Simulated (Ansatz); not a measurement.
# SiH5 (doublet): from Hartree-Fock to the top rungs at distance H1–H2 along a hydrogen transfer = 1.022 Å, cc-pVTZ

One table from this session's results is given with a row withheld; the runs are named, their logs left out.

Computed with Ansatz 0.2.0, Gaussian basis. Level: cc-pVTZ, core rule «outside noble gas», up to 5 orbitals frozen.

The runs, in order: UHF; CCSD(T) on ROHF; CCSD(T) on UHF; BCCD(T) on ROHF; CISD; CCSDT(Q) on ROHF; CCSDT(Q) on UHF; CASSCF and NEVPT2, 3 electrons in 3 orbitals; CASSCF and NEVPT2, 9 electrons in 9 orbitals.

## What is computed

The geometry derives from fragments relaxed apart (PBE0/def2-TZVP) and kept rigid, so it is no stationary point. A hydrogen atom is moved between rigid fragments.

6 atoms, charge 0, spin multiplicity 2.

Atoms are counted from 1 here; the program's logs count them from 0.

Bond lengths: Si3–H4 1.486 Å, Si3–H5 1.486 Å, Si3–H6 1.486 Å. Angles: H4–Si3–H5 111.3°, H4–Si3–H6 111.3°, H5–Si3–H6 111.3°.

The first run:

Input file in.yaml:

```yaml
crystal:
  periodic: [false, false, false]
  atoms:
    - {symbol: H, position_ang: [-2.731828, 0.000000, -0.000002]}
    - {symbol: H, position_ang: [-1.709828, 0.000000, -0.000001]}
    - {symbol: Si, position_ang: [0.100172, 0.000000, 0.000000]}
    - {symbol: H, position_ang: [0.550146, -1.416253, 0.000000]}
    - {symbol: H, position_ang: [0.550146, 0.708126, -1.226511]}
    - {symbol: H, position_ang: [0.550145, 0.708127, 1.226511]}
basis:
  gaussian: {orbitals: cc-pVTZ}
magnetization: {spin_polarized: true, initial_magnetization: 1}
hamiltonian: {xc: hf}
output: {orbitals: {seedname: orbitals}}
```

Command:

```sh
$ ansatz run in.yaml --threads 1 --pin off --events-out ev --progress --plain --max-ram 2816MiB --backend cpu
```

Among the steps run: UHF; CCSD(T) on ROHF; CCSD(T) on UHF; BCCD(T) on ROHF; CISD; CCSDT(Q) on ROHF; CCSDT(Q) on UHF; CASSCF and NEVPT2, 3 electrons in 3 orbitals; CASSCF and NEVPT2, 9 electrons in 9 orbitals.

One table of the session follows, with a row left open; its other results are not shown here.

| method | from UCCSDT(Q) (kJ/mol) |
| --- | --- |
| ROHF | +538.0 |
| UHF | ? |
| RMP2 | +105.7 |
| UMP2 | +109.3 |
| CISD | +49.4 |
| RCCSD | +15.9 |
| UCCSD | +15.4 |
| RCCSD(T) | +2.9 |
| UCCSD(T) | +3.0 |
| BCCD(T) | +2.9 |
| RCCSDT | +0.4 |
| UCCSDT | +0.4 |
| RCCSDT(Q) | +0.1 |
| UCCSDT(Q) | 0 |
| CASSCF pair | +468.5 |
| NEVPT2 pair | +101.6 |
| CASSCF valence | +353.5 |
| NEVPT2 valence | +106.6 |

Q: Estimate the row for UHF from the others.

**Answer.** from UCCSDT(Q) (kJ/mol): +513.3. In the column «from UCCSDT(Q) (kJ/mol)» it lies between CASSCF pair (+468.5) and ROHF (+538.0).

Limits of these values: Restricted and unrestricted rows rest on different reference determinants; where their highest levels disagree by more than a few hundredths of an eV, they describe different states and don't form one ladder.
